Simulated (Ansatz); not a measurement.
Pulling the pair apart

The pair of HF (SMILES F, atoms 1–2) and CH6Si (SMILES C[SiH3], atoms 3–10), both closed shells, in one local arrangement (a lower one may exist), relaxed at PBE0-D4/def2-TZVP:

F1  (-0.605, 1.034, -2.472)
H2  (-0.779, 0.275, -1.967)
C3  (0.323, 0.768, 0.862)
Si4  (0.059, -0.990, 0.301)
H5  (1.012, 0.801, 1.709)
H6  (-0.621, 1.222, 1.172)
H7  (0.740, 1.371, 0.053)
H8  (1.324, -1.631, -0.138)
H9  (-0.876, -1.025, -0.873)
H10  (-0.575, -1.825, 1.354)
(Å)

CH6Si is shifted rigidly along the line between the mean atom positions of the two fragments (negative: closer). Counterpoise interaction energies in kJ/mol. Program: Ansatz 0.2.0. Basis: def2-TZVPPD. Cores are frozen in the correlated methods.

```csv
shift (Å),r2SCAN-D4,HF,PBE0-D4
-0.27,-10.5,8.7,-9.2
-0.14,-12.7,2.5,-11.9
0.00,-13.3,-1.2,-12.7
0.14,-12.8,-3.3,-12.5
0.33,-11.3,-4.6,-11.2
0.68,-8.0,-4.6,-8.1
1.36,-3.6,-2.8,-3.7
2.73,-0.9,-0.9,-0.7
```

At the largest shift the D4 term itself is slightly repulsive (PBE0-D4 +2.3 meV): a quirk of that model, not of the functional.

Question: What does CCSD(T) give at these shifts? (To be estimated.)

Answer: By the calculation: -3.4, -7.2, -9.0, -9.6, -9.1, -7.0, -3.5, -1.0 kJ/mol. For zero shift, CCSD(T) at an estimated basis limit (MP2 extrapolated from triple and quadruple zeta, plus CCSD(T) − MP2 in triple zeta) gives -10.2 kJ/mol. These are counterpoise interaction energies, counted from the two frozen fragments.

No T1 diagnostic of these runs exceeds 0.011.

For scale, one of the runs: CCSD(T)/def2-TZVPPD, 244 basis functions, launched by `ansatz run in.yaml --threads 4 --pin off --events-out ev --progress --plain --max-ram 9574MiB`. Hardware: 4 CPU threads of an Arm Neoverse V1, shared host. Wall time 64 s; peak host memory 4.8 GiB.
